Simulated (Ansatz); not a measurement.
Basis-set extrapolation for C₆H₈ (`C=C(C)C#CC`) (PBE0-D4/def2-TZVP geometry, frozen core, the Gaussian-basis code of Ansatz). Multiplicity 1, RHF reference.

```csv
,def2-TZVPP,def2-QZVPP
HF,-231.880332,-231.890406
MP2 correlation,-0.969342,-1.030471
CCSD(T) correlation,-1.059519,not run
```

Energies in hartree. Use E(X) = E(∞) + A·exp(−7.88·√X) for Hartree–Fock and E(X) = E(∞) + B·X^(−2.97) for correlation, with X = 3 and 4, and add CCSD(T) minus MP2 of the smaller set to the MP2 limit.

Question: What is the CCSD(T) energy at the basis-set limit?

Answer: HF limit: -231.890406 + (-0.010074) × 0.13774 = -231.89179. MP2 limit: -1.030471 + (-0.061129) × 0.74074 = -1.07575. Higher-order term: -1.059519 − (-0.969342) = -0.09018. Total: -233.05772 hartree, 309.5 kJ/mol below CCSD(T)/def2-TZVPP.
